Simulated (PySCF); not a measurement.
PySCF input (PBE0/6-311G**):

```python
import numpy as np, basis_set_exchange as bse
from pyscf import gto, scf, dft, df, tdscf

basis = {'C': gto.basis.parse(bse.get_basis('6-311G**', elements=['C'], fmt='nwchem')), 'Cl': gto.basis.parse(bse.get_basis('6-311G**', elements=['Cl'], fmt='nwchem')), 'H': gto.basis.parse(bse.get_basis('6-311G**', elements=['H'], fmt='nwchem'))}
mol = gto.M(
    atom='''
    C     0.00394345    0.00524516    0.76725426
    Cl   -0.01752138    1.48253369   -0.22626440
    Cl    0.01529894   -1.48548974   -0.20614288
    H    -0.89039947   -0.00050138    1.37837936
    H     0.90452024    0.01928333    1.36901878
    ''',
    basis=basis,
    charge=0,
    verbose=4,
    max_memory=8640,
)
mf = dft.RKS(mol, xc='pbe0')
mf.grids.level = 3
mf = mf.density_fit(auxbasis=df.autoaux(mol))
mf.conv_tol = 1e-9
mf.max_cycle = 100
print('smallest overlap eigenvalue', np.linalg.eigvalsh(mol.intor('int1e_ovlp'))[0])
mf.kernel()
dip = mf.dip_moment()
td = tdscf.TDA(mf)
td.nstates = 4
td.kernel()
td.analyze()
osc = td.oscillator_strength()
```

Output:

```
PySCF version 2.14.0

[INPUT] verbose = 4
[INPUT] num. atoms = 5
[INPUT] num. electrons = 42
[INPUT] charge = 0
[INPUT] spin (= nelec alpha-beta = 2S) = 0
[INPUT] symmetry False subgroup None
[INPUT] Mole.unit = angstrom
[INPUT] Symbol           X                Y                Z      unit          X                Y                Z       unit  Magmom
[INPUT]  1 C      0.003943450000   0.005245160000   0.767254260000 AA    0.007452040486   0.009911915880   1.449900419306 Bohr   0.0
[INPUT]  2 Cl    -0.017521380000   1.482533690000  -0.226264400000 AA   -0.033110609524   2.801582644541  -0.427577747739 Bohr   0.0
[INPUT]  3 Cl     0.015298940000  -1.485489740000  -0.206142880000 AA    0.028910806596  -2.807168769451  -0.389553585729 Bohr   0.0
[INPUT]  4 H     -0.890399470000  -0.000501380000   1.378379360000 AA   -1.682611139758  -0.000947470884   2.604759486153 Bohr   0.0
[INPUT]  5 H      0.904520240000   0.019283330000   1.369018780000 AA    1.709295527726   0.036440212470   2.587070553586 Bohr   0.0

nuclear repulsion = 133.605511501017
number of shells = 40
number of NR pGTOs = 143
number of NR cGTOs = 82
basis = {'C': [[0, [4563.24, 0.00196665], [682.024, 0.0152306], [154.973, 0.0761269], [44.4553, 0.260801], [13.029, 0.616462], [1.82773, 0.221006]], [0, [20.9642, 0.11466], [4.80331, 0.919999], [1.45933, -0.00303068]], [0, [0.483456, 1.0]], [0, [0.145585, 1.0]], [1, [20.9642, 0.0402487], [4.80331, 0.237594], [1.45933, 0.815854]], [1, [0.483456, 1.0]], [1, [0.145585, 1.0]], [2, [0.626, 1.0]]], 'Cl': [[0, [105819.0, 0.000738], [15872.0, 0.005718], [3619.65, 0.029495], [1030.8, 0.117286], [339.908, 0.362949], [124.538, 0.584149]], [0, [124.538, 0.134177], [49.5135, 0.62425], [20.8056, 0.291756]], [0, [6.58346, 1.0]], [0, [2.56468, 1.0]], [0, [0.559763, 1.0]], [0, [0.183273, 1.0]], [1, [589.776, 0.002391], [139.849, 0.018504], [45.1413, 0.081377], [16.8733, 0.221552], [6.7411, 0.772569]], [1, [6.7411, -1.572244], [2.77152, 0.992389]], [1, [1.02387, 1.0]], [1, [0.381368, 1.0]], [1, [0.109437, 1.0]], [2, [0.75, 1.0]]], 'H': [[0, [33.865, 0.0254938], [5.09479, 0.190373], [1.15879, 0.852161]], [0, [0.32584, 1.0]], [0, [0.102741, 1.0]], [1, [0.75, 1.0]]]}
ecp = {}
ETB for C: l = 0, exps = 0.29117 * 1.8^n , n = 0..13
ETB for C: l = 1, exps = 0.29117 * 1.8^n , n = 0..11
ETB for C: l = 2, exps = 0.29117 * 1.8^n , n = 0..10
ETB for C: l = 3, exps = 0.771585 * 2.2^n , n = 0..2
ETB for Cl: l = 0, exps = 0.218874 * 1.8^n , n = 0..19
ETB for Cl: l = 1, exps = 0.218874 * 1.8^n , n = 0..16
ETB for Cl: l = 2, exps = 0.218874 * 1.8^n , n = 0..15
ETB for Cl: l = 3, exps = 0.859437 * 2.2^n , n = 0..4
ETB for H: l = 0, exps = 0.205482 * 1.8^n , n = 0..10
ETB for H: l = 1, exps = 0.852741 * 2^n , n = 0..2
ETB for H: l = 2, exps = 1.5 * 2.2^n , n = 0..0
smallest overlap eigenvalue 0.009934451816454049

******** <class 'pyscf.df.df_jk.DFRKS'> ********
method = DFRKS
initial guess = minao
damping factor = 0
level_shift factor = 0
DIIS = <class 'pyscf.scf.diis.CDIIS'>
diis_start_cycle = 1
diis_space = 8
diis_damp = 0
SCF conv_tol = 1e-09
SCF conv_tol_grad = None
SCF max_cycles = 100
direct_scf = False
XC library pyscf.dft.libxc version 7.1.2
    S. Lehtola, C. Steigemann, M. J. T. Oliveira, and M. A. L. Marques,  SoftwareX 7, 1–5 (2018)
XC functionals = pbe0
    C. Adamo and V. Barone,  J. Chem. Phys. 110, 6158 (1999)
    M. Ernzerhof and G. E. Scuseria,  J. Chem. Phys. 110, 5029 (1999)
radial grids:
    Treutler-Ahlrichs [JCP 102, 346 (1995); DOI:10.1063/1.469408] (M4) radial grids

becke partition: Becke, JCP 88, 2547 (1988); DOI:10.1063/1.454033
pruning grids: <function nwchem_prune>
grids dens level: 3
symmetrized grids: False
atomic radii adjust function: <function treutler_atomic_radii_adjust>
small_rho_cutoff = 0
Set gradient conv threshold to 3.16228e-05
Initial guess from minao.
tot grids = 71496
******** <class 'pyscf.df.df.DF'> ********
auxbasis = {'C': [[0, [np.float64(606.3022679937476), 1]], [0, [np.float64(336.8345933298598), 1]], [0, [np.float64(187.13032962769984), 1]], [0, [np.float64(103.96129423761103), 1]], [0, [np.float64(57.75627457645057), 1]], [0, [np.float64(32.08681920913921), 1]], [0, [np.float64(17.826010671744), 1]], [0, [np.float64(9.903339262080001), 1]], [0, [np.float64(5.5018551456), 1]], [0, [np.float64(3.0565861919999997), 1]], [0, [np.float64(1.6981034400000001), 1]], [0, [np.float64(0.9433908), 1]], [0, [np.float64(0.524106), 1]], [0, [np.float64(0.29117), 1]], [1, [np.float64(187.13032962769984), 1]], [1, [np.float64(103.96129423761103), 1]], [1, [np.float64(57.75627457645057), 1]], [1, [np.float64(32.08681920913921), 1]], [1, [np.float64(17.826010671744), 1]], [1, [np.float64(9.903339262080001), 1]], [1, [np.float64(5.5018551456), 1]], [1, [np.float64(3.0565861919999997), 1]], [1, [np.float64(1.6981034400000001), 1]], [1, [np.float64(0.9433908), 1]], [1, [np.float64(0.524106), 1]], [1, [np.float64(0.29117), 1]], [2, [np.float64(103.96129423761103), 1]], [2, [np.float64(57.75627457645057), 1]], [2, [np.float64(32.08681920913921), 1]], [2, [np.float64(17.826010671744), 1]], [2, [np.float64(9.903339262080001), 1]], [2, [np.float64(5.5018551456), 1]], [2, [np.float64(3.0565861919999997), 1]], [2, [np.float64(1.6981034400000001), 1]], [2, [np.float64(0.9433908), 1]], [2, [np.float64(0.524106), 1]], [2, [np.float64(0.29117), 1]], [3, [np.float64(3.7344714000000003), 1]], [3, [np.float64(1.697487), 1]], [3, [np.float64(0.771585), 1]]], 'Cl': [[0, [np.float64(15501.430297930427), 1]], [0, [np.float64(8611.905721072459), 1]], [0, [np.float64(4784.392067262477), 1]], [0, [np.float64(2657.995592923598), 1]], [0, [np.float64(1476.664218290888), 1]], [0, [np.float64(820.3690101616044), 1]], [0, [np.float64(455.7605612008913), 1]], [0, [np.float64(253.20031177827295), 1]], [0, [np.float64(140.66683987681827), 1]], [0, [np.float64(78.14824437601017), 1]], [0, [np.float64(43.41569132000564), 1]], [0, [np.float64(24.119828511114246), 1]], [0, [np.float64(13.399904728396804), 1]], [0, [np.float64(7.444391515776001), 1]], [0, [np.float64(4.13577306432), 1]], [0, [np.float64(2.2976517024), 1]], [0, [np.float64(1.2764731680000003), 1]], [0, [np.float64(0.7091517600000001), 1]], [0, [np.float64(0.3939732), 1]], [0, [np.float64(0.218874), 1]], [1, [np.float64(2657.995592923598), 1]], [1, [np.float64(1476.664218290888), 1]], [1, [np.float64(820.3690101616044), 1]], [1, [np.float64(455.7605612008913), 1]], [1, [np.float64(253.20031177827295), 1]], [1, [np.float64(140.66683987681827), 1]], [1, [np.float64(78.14824437601017), 1]], [1, [np.float64(43.41569132000564), 1]], [1, [np.float64(24.119828511114246), 1]], [1, [np.float64(13.399904728396804), 1]], [1, [np.float64(7.444391515776001), 1]], [1, [np.float64(4.13577306432), 1]], [1, [np.float64(2.2976517024), 1]], [1, [np.float64(1.2764731680000003), 1]], [1, [np.float64(0.7091517600000001), 1]], [1, [np.float64(0.3939732), 1]], [1, [np.float64(0.218874), 1]], [2, [np.float64(1476.664218290888), 1]], [2, [np.float64(820.3690101616044), 1]], [2, [np.float64(455.7605612008913), 1]], [2, [np.float64(253.20031177827295), 1]], [2, [np.float64(140.66683987681827), 1]], [2, [np.float64(78.14824437601017), 1]], [2, [np.float64(43.41569132000564), 1]], [2, [np.float64(24.119828511114246), 1]], [2, [np.float64(13.399904728396804), 1]], [2, [np.float64(7.444391515776001), 1]], [2, [np.float64(4.13577306432), 1]], [2, [np.float64(2.2976517024), 1]], [2, [np.float64(1.2764731680000003), 1]], [2, [np.float64(0.7091517600000001), 1]], [2, [np.float64(0.3939732), 1]], [2, [np.float64(0.218874), 1]], [3, [np.float64(20.132827387200006), 1]], [3, [np.float64(9.151285176000004), 1]], [3, [np.float64(4.15967508), 1]], [3, [np.float64(1.8907614000000001), 1]], [3, [np.float64(0.859437), 1]]], 'H': [[0, [np.float64(73.3666746661153), 1]], [0, [np.float64(40.75926370339739), 1]], [0, [np.float64(22.644035390776324), 1]], [0, [np.float64(12.580019661542401), 1]], [0, [np.float64(6.988899811968), 1]], [0, [np.float64(3.8827221177600006), 1]], [0, [np.float64(2.1570678432), 1]], [0, [np.float64(1.198371024), 1]], [0, [np.float64(0.66576168), 1]], [0, [np.float64(0.3698676), 1]], [0, [np.float64(0.205482), 1]], [1, [np.float64(3.410964), 1]], [1, [np.float64(1.705482), 1]], [1, [np.float64(0.852741), 1]], [2, [np.float64(1.5), 1]]]}
init E= -959.510211783824
  HOMO = -0.332115779876646  LUMO = -0.0454602133573327  gap/eV = 7.80030
cycle= 1 E= -959.356266689397  delta_E= 0.154  |g|= 0.32  |ddm|=  1.8
  HOMO = -0.31275492438621  LUMO = -0.029883363675186  gap/eV = 7.69733
cycle= 2 E= -959.331040120255  delta_E= 0.0252  |g|= 0.456  |ddm|= 0.649
  HOMO = -0.32169422061236  LUMO = -0.00802854011428922  gap/eV = 8.53528
cycle= 3 E= -959.381333861235  delta_E= -0.0503  |g|= 0.0293  |ddm|= 0.372
  HOMO = -0.328435125565802  LUMO = -0.0139973120509421  gap/eV = 8.55629
cycle= 4 E= -959.381509092714  delta_E= -0.000175  |g|= 0.0134  |ddm|= 0.0371
  HOMO = -0.326190297872109  LUMO = -0.0115842481603076  gap/eV = 8.56087
cycle= 5 E= -959.381549093092  delta_E= -4e-05  |g|= 0.00124  |ddm|= 0.0138
  HOMO = -0.326303585417082  LUMO = -0.0116339474467028  gap/eV = 8.56260
cycle= 6 E= -959.381549402014  delta_E= -3.09e-07  |g|= 0.000388  |ddm|= 0.00162
  HOMO = -0.326278952450875  LUMO = -0.0116118476914341  gap/eV = 8.56253
cycle= 7 E= -959.381549441037  delta_E= -3.9e-08  |g|= 3.83e-05  |ddm|= 0.000455
  HOMO = -0.326281225252635  LUMO = -0.0116123258819763  gap/eV = 8.56258
cycle= 8 E= -959.381549441521  delta_E= -4.84e-10  |g|= 5.32e-06  |ddm|= 6.81e-05
  HOMO = -0.326281361395808  LUMO = -0.0116123923416741  gap/eV = 8.56258
Extra cycle  E= -959.381549441531  delta_E= -1.02e-11  |g|= 3.02e-06  |ddm|= 7.98e-06
converged SCF energy = -959.381549441531
Dipole moment(X, Y, Z, Debye):  0.00957,  0.01273,  1.86309

******** <class 'pyscf.tdscf.rks.TDA'> for <class 'pyscf.df.df_jk.DFRKS'> ********
nstates = 4 singlet
deg_eia_thresh = 1.000e-03
wfnsym = None
conv_tol = 1e-05
eigh lindep = 1e-12
eigh level_shift = 0
eigh max_cycle = 100
chkfile = tmpvyj42oj5

Excitation energies (eV)
[6.93085556 7.25545941 7.50292198 7.67771691]

** Singlet excitation energies and oscillator strengths **
Excited State   1:      6.93086 eV    178.89 nm  f=0.0001
      21 -> 22        0.70044
Excited State   2:      7.25546 eV    170.88 nm  f=0.0411
      18 -> 23       -0.18309
      20 -> 22       -0.67919
Excited State   3:      7.50292 eV    165.25 nm  f=0.0000
      19 -> 22        0.67419
      21 -> 23       -0.20132
Excited State   4:      7.67772 eV    161.49 nm  f=0.0030
      18 -> 22       -0.68738
      20 -> 23       -0.15269

** Transition electric dipole moments (AU) **
state          X           Y           Z        Dip. S.      Osc.
  1         0.0176      0.0002     -0.0001      0.0003      0.0001
  2         0.0053     -0.4806      0.0033      0.2310      0.0411
  3        -0.0000     -0.0000      0.0000      0.0000      0.0000
  4        -0.0006     -0.0009     -0.1255      0.0157      0.0030

** Transition velocity dipole moments (imaginary part, AU) **
state          X           Y           Z        Dip. S.      Osc.
  1         0.0796      0.0009     -0.0004      0.0063      0.0166
  2         0.0012     -0.1047      0.0007      0.0110      0.0274
  3         0.0000     -0.0000      0.0000      0.0000      0.0000
  4        -0.0005     -0.0007     -0.0997      0.0099      0.0235

** Transition magnetic dipole moments (imaginary part, AU) **
state          X           Y           Z
  1         0.0004     -0.0401      0.0003
  2        -0.7595     -0.0084      0.0040
  3         0.0022      0.0029      0.4309
  4         0.0000      0.0000     -0.0000
```
